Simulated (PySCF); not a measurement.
# [SiPH4]− (SMILES [SiH2-]P): CCSDT/STO-3G

What is the vertical ionisation energy of [SiPH4]− at CCSDT/STO-3G? 

Program for the calculation: PySCF 2.14.0.

5 further runs of the same task are left out: 5 set aside as unsound or not needed.

## 1. The molecule

[SiPH4]− has 6 atoms, charge -1, and is taken as a singlet. As SMILES, `[SiH2-]P`. The shape is that of a GFN2-xTB optimisation. This is one conformer, not always the lowest.

Bond lengths: Si1–P2 2.225 Å, Si1–H3 1.503 Å, Si1–H4 1.503 Å, P2–H5 1.375 Å, P2–H6 1.375 Å. Angles: Si1–P2–H5 94.0°, Si1–P2–H6 94.1°, P2–Si1–H3 96.4°, P2–Si1–H4 96.5°, H5–P2–H6 91.3°, H3–Si1–H4 96.7°.

## 2. The energy at CCSDT/STO-3G

input.py reads:

```python
# [SiH2-]P
from pyscf import gto, cc

mol = gto.M(
    atom='''
Si     0.675861    -1.927237    -0.250615
P     -0.671287     2.024615     0.250578
H     -0.731494    -3.024677     1.959381
H     -1.213355    -2.660942    -2.240951
H      0.769874     2.958253    -1.700413
H      1.170402     2.629989     1.982020
''',
    unit='bohr',
    verbose=4,
    max_memory=1860,
    basis='sto-3g',
    charge=-1,
    spin=0,
)

myscf = mol.RHF()
myscf.conv_tol = 1e-10
myscf.kernel()
if not myscf.converged:
    myscf = myscf.newton().run(myscf.mo_coeff, myscf.mo_occ)

mycc = cc.CCSDT(myscf, frozen=10)
mycc.kernel()
e_tot = mycc.e_tot
print(f'total energy: {e_tot:.8f} hartree')
```

Command:

```
$ OMP_NUM_THREADS=1 python input.py
```

What it wrote:

```text
PySCF version 2.14.0

[INPUT] num. atoms = 6
[INPUT] num. electrons = 34
[INPUT] charge = -1
[INPUT] spin (= nelec alpha-beta = 2S) = 0
[INPUT] symmetry False subgroup None
[INPUT] Mole.unit = bohr
[INPUT] Symbol           X                Y                Z      unit          X                Y                Z       unit  Magmom
[INPUT]  1 Si     0.357650238950  -1.019849900442  -0.132619746715 AA    0.675861000000  -1.927237000000  -0.250615000000 Bohr   0.0
[INPUT]  2 P     -0.355229782387   1.071380118887   0.132600167158 AA   -0.671287000000   2.024615000000   0.250578000000 Bohr   0.0
[INPUT]  3 H     -0.387089954725  -1.600590138794   1.036859772710 AA   -0.731494000000  -3.024677000000   1.959381000000 Bohr   0.0
[INPUT]  4 H     -0.642079814756  -1.408109865980  -1.185860199988 AA   -1.213355000000  -2.660942000000  -2.240951000000 Bohr   0.0
[INPUT]  5 H      0.407399776080   1.565440071736  -0.899819808752 AA    0.769874000000   2.958253000000  -1.700413000000 Bohr   0.0
[INPUT]  6 H      0.619350066015   1.391730243770   1.048839815588 AA    1.170402000000   2.629989000000   1.982020000000 Bohr   0.0

nuclear repulsion = 83.5745456213296
number of shells = 14
number of NR pGTOs = 66
number of NR cGTOs = 22
basis = sto-3g
ecp = {}

******** <class 'pyscf.scf.hf.RHF'> ********
method = RHF
initial guess = minao
damping factor = 0
level_shift factor = 0
DIIS = <class 'pyscf.scf.diis.CDIIS'>
diis_start_cycle = 1
diis_space = 8
diis_damp = 0
SCF conv_tol = 1e-10
SCF conv_tol_grad = None
SCF max_cycles = 50
direct_scf = True
direct_scf_tol = 1e-13
Set gradient conv threshold to 1e-05
Initial guess from minao.
init E= -624.201101681165
  HOMO = -0.0997755395001182  LUMO = 0.305522942537008  gap/eV = 11.02873
cycle= 1 E= -624.60831988864  delta_E= -0.407  |g|= 0.223  |ddm|= 2.78
  HOMO = 0.149725028819776  LUMO = 0.722896078154532  gap/eV = 15.59678
cycle= 2 E= -624.633476439796  delta_E= -0.0252  |g|= 0.0336  |ddm|= 0.447
  HOMO = 0.115003802748255  LUMO = 0.71683910193546  gap/eV = 16.37677
cycle= 3 E= -624.634253060098  delta_E= -0.000777  |g|= 0.00873  |ddm|= 0.0957
  HOMO = 0.11341143828627  LUMO = 0.71852929908349  gap/eV = 16.46610
cycle= 4 E= -624.634317195486  delta_E= -6.41e-05  |g|= 0.00107  |ddm|= 0.035
  HOMO = 0.113625768088446  LUMO = 0.718874443314307  gap/eV = 16.46966
cycle= 5 E= -624.634318180291  delta_E= -9.85e-07  |g|= 0.000145  |ddm|= 0.00468
  HOMO = 0.113583407612517  LUMO = 0.718871617155251  gap/eV = 16.47073
cycle= 6 E= -624.634318200563  delta_E= -2.03e-08  |g|= 3.71e-05  |ddm|= 0.00062
  HOMO = 0.113589929585769  LUMO = 0.718871845436657  gap/eV = 16.47056
cycle= 7 E= -624.634318201845  delta_E= -1.28e-09  |g|= 6.27e-06  |ddm|= 0.000156
  HOMO = 0.113590436367539  LUMO = 0.718872738733842  gap/eV = 16.47057
cycle= 8 E= -624.634318201885  delta_E= -3.96e-11  |g|= 8.34e-07  |ddm|= 2.81e-05
  HOMO = 0.1135903457255  LUMO = 0.718872695641122  gap/eV = 16.47057
Extra cycle  E= -624.634318201886  delta_E= -1.36e-12  |g|= 3.14e-07  |ddm|= 2.52e-06
converged SCF energy = -624.634318201886

******** <class 'pyscf.cc.rccsdt.RCCSDT'> ********
RCCSDT nocc = 7, nmo = 12
Allocating only the i<=j<=k part of the T3 amplitude in memory
frozen orbitals 10
max_cycle = 50
conv_tol = 1e-07
conv_tol_normt = 1e-06
diis with the T3 amplitude
diis_space = 6
diis_start_cycle = 0
diis_start_energy_diff = 1e+09
einsum_backend: numpy
_make_eris_incore_RCCSDT
blksize  7    blksize_oovv  4    blksize_oooo  4    blksize_vvvv  1

WARN: A large `blksize` is being used, which may cause large memory consumption
      for storing contraction intermediates. If memory is sufficient, consider using
      `pyscf.cc.rccsdt_highm.RCCSDT` instead.

Approximate memory usage estimate
    T3 memory                82.0 KB
    R3 memory                82.0 KB
    Symmetrized T3 memory    54.7 KB
    ERIs memory               162 KB
    T1-ERIs memory            162 KB
    Intermediates memory      162 KB
    Block workspace           172 KB
    T3 einsum buffer          172 KB
Init t2, MP2 energy = -624.698923469110  E_corr(MP2) -0.064605267224
Init E_corr(RCCSDT) = -0.0646052672240724
cycle =  1  E_corr(RCCSDT) = -0.083146508891  dE = -1.854124166662e-02  norm(d tamps) = 5.86206564e-02
cycle =  2  E_corr(RCCSDT) = -0.089573763964  dE = -6.427255073166e-03  norm(d tamps) = 2.23771780e-02
cycle =  3  E_corr(RCCSDT) = -0.093537515404  dE = -3.963751440317e-03  norm(d tamps) = 9.38747457e-03
cycle =  4  E_corr(RCCSDT) = -0.093600959997  dE = -6.344459234528e-05  norm(d tamps) = 1.40393478e-03
cycle =  5  E_corr(RCCSDT) = -0.093588076814  dE =  1.288318248076e-05  norm(d tamps) = 3.81488607e-04
cycle =  6  E_corr(RCCSDT) = -0.093584830156  dE =  3.246657992395e-06  norm(d tamps) = 1.02164026e-04
cycle =  7  E_corr(RCCSDT) = -0.093584644703  dE =  1.854526771594e-07  norm(d tamps) = 2.75566610e-05
cycle =  8  E_corr(RCCSDT) = -0.093584756327  dE = -1.116234906728e-07  norm(d tamps) = 9.88432406e-06
cycle =  9  E_corr(RCCSDT) = -0.093584890684  dE = -1.343571351259e-07  norm(d tamps) = 3.44865488e-06
cycle = 10  E_corr(RCCSDT) = -0.093584869798  dE =  2.088630392250e-08  norm(d tamps) = 8.25472736e-07
RCCSDT converged
E(RCCSDT) = -624.7279030716838   E_corr = -0.09358486979769544
E_corr(same-spin) = -0.00181206677154398
E_corr(oppo-spin) = -0.0917728030261515
total energy: -624.72790307 hartree
```

Wall time 1 s (1 thread of Arm Neoverse V1, shared host); peak memory 0.12 GiB.

## 3. Doublet neutral SiPH4

run.py reads:

```python
from pyscf import gto, cc

mol = gto.Mole()
mol.atom = '''
Si       0.357650      -1.019850      -0.132620
P       -0.355230       1.071380       0.132600
H       -0.387090      -1.600590       1.036860
H       -0.642080      -1.408110      -1.185860
H        0.407400       1.565440      -0.899820
H        0.619350       1.391730       1.048840
'''
mol.spin = 1
mol.basis = 'sto-3g'
mol.max_memory = 1860
mol.charge = 0
mol.verbose = 3
mol.build()

mf = mol.UHF()
mf.conv_tol = 1e-10
mf.kernel()
if not mf.converged:
    mf = mf.newton().run(mf.mo_coeff, mf.mo_occ)

mycc = cc.CCSDT(mf, frozen=10)
mycc.kernel()
e_tot = mycc.e_tot
print('Final energy', e_tot)
```

Command:

```
$ OMP_NUM_THREADS=1 python run.py
```

What it wrote:

```text
converged SCF energy = -624.774335931071  <S^2> = 0.75362375  2S+1 = 2.0036205
_make_eris_incore_UCCSDT

WARN: A large `blksize_v_aaa` is being used, which may cause large memory consumption
      for storing contraction intermediates. If memory is sufficient, consider using
      `pyscf.cc.uccsdt_highm.UCCSDT` instead.

WARN: A large `blksize_v_aab` is being used, which may cause large memory consumption
      for storing contraction intermediates. If memory is sufficient, consider using
      `pyscf.cc.uccsdt_highm.UCCSDT` instead.

UCCSDT converged
E(UCCSDT) = -624.8765891270549   E_corr = -0.1022531959838221
E_corr(same-spin) = -0.00332445070240277
E_corr(oppo-spin) = -0.0989287452814193
Final energy -624.8765891270549
```

Run time: 1.8 s. Hardware: 1 thread of Arm Neoverse V1, shared host; peak memory 0.12 GiB.

## 4. Summary of results

At CCSDT/STO-3G, 10 core orbitals frozen:

| quantity | value |
| --- | --- |
| singlet [SiPH4]−: total energy | -624.72790 Eh |
| singlet [SiPH4]−: HOMO energy (Hartree–Fock orbitals) | 3.09 eV |
| singlet [SiPH4]−: LUMO energy (Hartree–Fock orbitals) | 19.56 eV |
| singlet [SiPH4]−: HOMO–LUMO gap (to an unbound level, set by the basis) | 16.47 eV |
| singlet [SiPH4]−: correlation energy (10 core orbitals frozen) | -93.6 mEh |
| singlet [SiPH4]−: T1 diagnostic | 0.007 |
| doublet neutral SiPH4: total energy | -624.87659 Eh |
| doublet neutral SiPH4: dipole moment (Hartree–Fock density) | 1.90 D |
| doublet neutral SiPH4: HOMO energy (Hartree–Fock orbitals) (highest over α and β) | -6.45 eV |
| doublet neutral SiPH4: LUMO energy (Hartree–Fock orbitals) (lowest over α and β) | 4.57 eV |
| doublet neutral SiPH4: correlation energy (10 core orbitals frozen) | -102.3 mEh |
| doublet neutral SiPH4: ⟨S²⟩ of the reference determinant | 0.754 |
| doublet neutral SiPH4: T1 diagnostic | 0.012 |
| vertical detachment energy (to the doublet neutral) | -4.046 eV |

**Reading.** The species is unbound against losing an electron at this level, by 4.05 eV (−93 kcal/mol); missing correlation or diffuse functions can give that sign where the real anion is bound. In a minimal basis such a difference can be off by several eV, whatever the method. Mulliken charges (singlet [SiPH4]−) of the mean-field density run from -0.32 on H3 to +0.02 on Si1. The HOMO (singlet [SiPH4]−) lies at positive energy, 3.09 eV: the electron is unbound at this level or held by a compact basis; values depend on the basis.
